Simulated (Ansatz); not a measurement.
The cluster LiAl2. Total charge 0; doublet. Geometry PBE0-D4/def2-TZVP.

```csv
atom,x (Å),y (Å),z (Å)
Al1,-1.945,0.413,1.660
Al2,-0.069,0.095,-0.101
Li3,2.014,-0.508,-1.559
```

HSE06 is defined as in plane-wave codes, on full-range PBE exchange. At PBE-D4/def2-TZVP, r2SCAN-D4/def2-TZVP, B97M-V/def2-TZVP, PBE0-D4/def2-TZVP and others the charge 0 doublet is spin-contaminated (final ⟨S²⟩ up to 1.70, 0.75 for a pure state). Another isomer (doublet) lies 0.41 eV lower at PBE0-D4/def2-TZVP; other spin states weren't run for this one.

Question: Estimate the α-spin orbital energies around the gap (eV) in Ansatz with PBE-D4/def2-TZVP, r2SCAN-D4/def2-TZVP, B97M-V/def2-TZVP, PBE0-D4/def2-TZVP, HSE06-D4/def2-TZVP.

Answer: 
```json
{"orbital": "HOMO−5", "PBE-D4/def2-TZVP": "-68.12", "r2SCAN-D4/def2-TZVP": "-69.82", "B97M-V/def2-TZVP": "-70.66", "PBE0-D4/def2-TZVP": "-72.80", "HSE06-D4/def2-TZVP": "-72.41"}
{"orbital": "HOMO−4", "PBE-D4/def2-TZVP": "-51.87", "r2SCAN-D4/def2-TZVP": "-53.78", "B97M-V/def2-TZVP": "-54.81", "PBE0-D4/def2-TZVP": "-56.10", "HSE06-D4/def2-TZVP": "-55.65"}
{"orbital": "HOMO−3", "PBE-D4/def2-TZVP": "-8.59", "r2SCAN-D4/def2-TZVP": "-8.77", "B97M-V/def2-TZVP": "-8.83", "PBE0-D4/def2-TZVP": "-9.81", "HSE06-D4/def2-TZVP": "-9.40"}
{"orbital": "HOMO−2", "PBE-D4/def2-TZVP": "-6.19", "r2SCAN-D4/def2-TZVP": "-6.27", "B97M-V/def2-TZVP": "-6.28", "PBE0-D4/def2-TZVP": "-7.03", "HSE06-D4/def2-TZVP": "-6.65"}
{"orbital": "HOMO−1", "PBE-D4/def2-TZVP": "-3.64", "r2SCAN-D4/def2-TZVP": "-3.80", "B97M-V/def2-TZVP": "-3.56", "PBE0-D4/def2-TZVP": "-4.26", "HSE06-D4/def2-TZVP": "-3.90"}
{"orbital": "HOMO", "PBE-D4/def2-TZVP": "-3.37", "r2SCAN-D4/def2-TZVP": "-3.53", "B97M-V/def2-TZVP": "-3.31", "PBE0-D4/def2-TZVP": "-3.96", "HSE06-D4/def2-TZVP": "-3.60"}
{"orbital": "LUMO", "PBE-D4/def2-TZVP": "-2.90", "r2SCAN-D4/def2-TZVP": "-2.46", "B97M-V/def2-TZVP": "-2.89", "PBE0-D4/def2-TZVP": "-2.15", "HSE06-D4/def2-TZVP": "-2.52"}
{"orbital": "LUMO+1", "PBE-D4/def2-TZVP": "-2.12", "r2SCAN-D4/def2-TZVP": "-1.74", "B97M-V/def2-TZVP": "-2.03", "PBE0-D4/def2-TZVP": "-1.58", "HSE06-D4/def2-TZVP": "-1.91"}
{"orbital": "LUMO+2", "PBE-D4/def2-TZVP": "-1.72", "r2SCAN-D4/def2-TZVP": "-1.62", "B97M-V/def2-TZVP": "-1.56", "PBE0-D4/def2-TZVP": "-1.14", "HSE06-D4/def2-TZVP": "-1.48"}
{"orbital": "LUMO+3", "PBE-D4/def2-TZVP": "-1.53", "r2SCAN-D4/def2-TZVP": "-1.11", "B97M-V/def2-TZVP": "-1.38", "PBE0-D4/def2-TZVP": "-0.83", "HSE06-D4/def2-TZVP": "-1.19"}
{"orbital": "LUMO+4", "PBE-D4/def2-TZVP": "-0.09", "r2SCAN-D4/def2-TZVP": "0.33", "B97M-V/def2-TZVP": "0.15", "PBE0-D4/def2-TZVP": "0.57", "HSE06-D4/def2-TZVP": "0.21"}
{"orbital": "LUMO+5", "PBE-D4/def2-TZVP": "-0.05", "r2SCAN-D4/def2-TZVP": "0.43", "B97M-V/def2-TZVP": "0.15", "PBE0-D4/def2-TZVP": "0.63", "HSE06-D4/def2-TZVP": "0.27"}
{"orbital": "β HOMO", "PBE-D4/def2-TZVP": "-3.53", "r2SCAN-D4/def2-TZVP": "-3.71", "B97M-V/def2-TZVP": "-3.38", "PBE0-D4/def2-TZVP": "-4.18", "HSE06-D4/def2-TZVP": "-3.83"}
{"orbital": "β LUMO", "PBE-D4/def2-TZVP": "-2.75", "r2SCAN-D4/def2-TZVP": "-2.37", "B97M-V/def2-TZVP": "-2.75", "PBE0-D4/def2-TZVP": "-2.01", "HSE06-D4/def2-TZVP": "-2.38"}
```
